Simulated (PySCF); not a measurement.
Structure from NMR data

An unknown has the formula C₃H₄. Its calculated NMR data are:

1H NMR (300 MHz, computed): δ 1.96 (d, J = 4.1 Hz, 3H), 1.18 (q, J = 4.1 Hz, 1H).

13C{1H} NMR (computed): δ 84.3 (C), 73.8 (CH), 4.3 (CH3).

[PySCF 2.14: couplings computed with B3LYP/pcJ-1; shieldings: GIAO PBE0/pcSseg-1; coordinates at the GFN2-xTB level; non-relativistic Hamiltonian; a single conformation; equivalent nuclei averaged; no solvent model]

Shifts are taken against calculated references (same method and geometry level): 1H and 13C against TMS.

Question: Which candidate is it?
A. C1=CC1
B. C=C=C
C. C#CC

Answer: C. 

- Rings plus π bonds: 2 (no ring in the answer).
- 3 carbon signals for 3 carbons: no two carbons are equivalent.
- Carbon types of the structure: 1 × C, 1 × CH, 1 × CH3, which accounts for all hydrogens.
- δC 84.3: alkyne carbon; sp carbons lie upfield of alkene carbons because the cylindrical π system leaves one tensor component strongly shielded.
- δC 73.8: terminal alkyne carbon; the triple bond shields along its axis, which puts it between sp3 and sp2 carbons.
- δC 4.3: propargylic methyl carbon; aliphatic region, no heteroatom directly attached.
- δH 1.96: hydrogen on a propargylic methyl carbon.
- δH 1.18: hydrogen on a terminal alkyne carbon; it lies on the axis of the triple bond, in its shielding cone.

The others: C1=CC1 would give 2 carbon signals, not 3; C=C=C would give 2 carbon signals, not 3.

Splittings below 1 Hz are ignored in the labels, and close J values are merged. Shifts are as computed. Against solution values, carbons near 30 ppm lie about +3 ppm off and those near 130 ppm about +5 ppm. Of 1211 compounds with measured shifts, 218 miss one by over three times the rms of a fit or turn the order of signals round; such compounds aren't used in these exercises.
